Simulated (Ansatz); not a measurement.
# Cl2H4Si: the cost of one run

Program: Ansatz 0.2.0. Level of theory: RKS PBE0/def2-SVP. These are calculated values, not measurements.

**1. The system as given**

Bond lengths: Si1–Cl2 2.488 Å, Si1–H3 1.451 Å, Si1–H4 1.469 Å, Si1–Cl5 2.001 Å. Angles: Cl2–Si1–H3 113.9°, Cl2–Si1–H4 90.1°, Cl2–Si1–Cl5 112.6°, H3–Si1–H4 105.7°, H3–Si1–Cl5 124.5°, H4–Si1–Cl5 102.6°.

Coordinates:

```xyz
7

Si   -0.2447    0.3125   -0.4779
Cl   -0.8250   -1.3787    1.2522
H     0.4131   -0.2424   -1.6463
H    -1.6631    0.4345   -0.8394
Cl    0.1629    2.1075    0.3056
H     0.8577   -0.9204    1.0155
H     1.2991   -0.3131    0.3903
```

**2. A restrained relaxation towards end A**

Springs on the bonds that form and break draw the guess towards this end; the thresholds are loose.

Contents of input.yaml:

```yaml
crystal:
  periodic: [false, false, false]
  atoms:
    - { symbol: Si, position_ang: [-0.2447, 0.3125, -0.4779] }
    - { symbol: Cl, position_ang: [-0.825, -1.3787, 1.2522] }
    - { symbol: H, position_ang: [0.4131, -0.2424, -1.6463] }
    - { symbol: H, position_ang: [-1.6631, 0.4345, -0.8394] }
    - { symbol: Cl, position_ang: [0.1629, 2.1075, 0.3056] }
    - { symbol: H, position_ang: [0.8577, -0.9204, 1.0155] }
    - { symbol: H, position_ang: [1.2991, -0.3131, 0.3903] }
basis:
  gaussian: { orbitals: def2-SVP }
hamiltonian:
  xc: pbe0
relax:
  f_tol: 0.15
  max_steps: 25
  restrain:
    - { distance: [0, 6], at: 2.72, k: 30.0 }
    - { distance: [5, 1], at: 2.63, k: 30.0 }
    - { distance: [0, 1], at: 2.13, k: 30.0 }
    - { distance: [5, 6], at: 0.62, k: 30.0 }
```

The run is started by

```sh
$ ansatz run input.yaml --threads 2 --pin off --max-ram 3072MiB --backend cpu --events-out ev --progress --plain --runs-dir out
```

**Question.** How long does this run take on 2 threads of Arm Neoverse V1, shared host, and how much memory does it need?

About 11 s, with a peak of 0.14 GiB.
